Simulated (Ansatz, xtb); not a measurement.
**BH6Si2: which of two structures lies lower**

We compare X, `[SiH2]B[SiH3]`, a doublet, with Y, a doublet given by its coordinates. Both are isolated molecules in the gas phase, relaxed with BLYP-D3(BJ)/def2-SVP; the shapes shown needn't be the lowest conformers.

X (Å):

| atom | x (Å) | y (Å) | z (Å) |
| --- | --- | --- | --- |
| B | 0.6212 | -0.7901 | 0.1002 |
| Si | 0.3745 | 0.9907 | 1.0063 |
| Si | 0.0738 | -1.0856 | -1.7331 |
| H | 0.2107 | -2.3673 | -2.5025 |
| H | -0.2622 | 2.0326 | 0.1269 |
| H | 1.1234 | -1.7194 | 0.6962 |
| H | 1.7000 | 1.5405 | 1.4702 |
| H | -0.4889 | 0.8483 | 2.2345 |
| H | -0.5601 | -0.0352 | -2.5949 |

Y (Å):

```yaml
atoms:
  - { symbol: B, position_ang: [0.7346, 1.4670, 1.9828] }
  - { symbol: Si, position_ang: [-1.0191, 0.5575, 2.3065] }
  - { symbol: Si, position_ang: [0.1186, 1.5977, 0.0825] }
  - { symbol: H, position_ang: [-1.2979, -0.8896, 2.0053] }
  - { symbol: H, position_ang: [-2.3295, 1.2732, 2.4894] }
  - { symbol: H, position_ang: [1.6533, 0.6738, 2.0814] }
  - { symbol: H, position_ang: [0.7494, 2.5669, 2.5051] }
  - { symbol: H, position_ang: [0.1991, 0.4778, -0.9185] }
  - { symbol: H, position_ang: [-0.8342, 2.6401, -0.4354] }
```

Close contacts (Å): B1–Si2 2.00, B1–Si3 2.00, Si2–Si3 2.71, B1–H6 1.22, B1–H7 1.22, Si2–H4 1.50, Si2–H5 1.50, Si3–H8 1.50, Si3–H9 1.50.

**Question.** Estimate which is lower in electronic energy at CCSD(T)/def2-SVP, and by roughly how much.

**Answer.** The CCSD(T)/def2-SVP calculation puts structure X lower, by 2.9 kcal/mol.

Level by level:

```
               level              geometry  E(Y) − E(X) (kcal/mol)  departure from the last row (kcal/mol)  job, with rough time for the two
BLYP-D3(BJ)/def2-SVP  BLYP-D3(BJ)/def2-SVP                      +0.2                                    −2.7                optimisation, 73 s
         HF/def2-SVP  BLYP-D3(BJ)/def2-SVP                     +14.0                                   +11.1           part of the CCSD(T) run
        MP2/def2-SVP  BLYP-D3(BJ)/def2-SVP                      +2.6                                    −0.2           part of the CCSD(T) run
    CCSD(T)/def2-SVP  BLYP-D3(BJ)/def2-SVP                      +2.9                                                        single point, 16 s
```

BLYP-D3(BJ)/def2-SVP finds them nearly level. The largest departure from CCSD(T)/def2-SVP is that of HF/def2-SVP, 11.1 kcal/mol. Levels run at GFN2-xTB geometries aren't shown. MP2 in a larger basis moves the difference by −1.2 kcal/mol, a step that isn't added because spin contamination makes open-shell MP2 unreliable in this search.

With harmonic frequencies from BLYP-D3(BJ)/def2-SVP (ideal gas, rigid rotor, one conformer each, 298.15 K, 1 atm): the zero-point term adds −0.1 kcal/mol; ΔH is +2.7 and ΔG +4.0 kcal/mol.

Open shells are spin-unrestricted. The correlated steps freeze 11 core orbitals. Codes used: Ansatz 0.2.0; the last row on 1 thread of Intel(R) Xeon(R) Platinum 8259CL CPU @ 2.50GHz (Skylake/Cascade Lake) on a shared host.
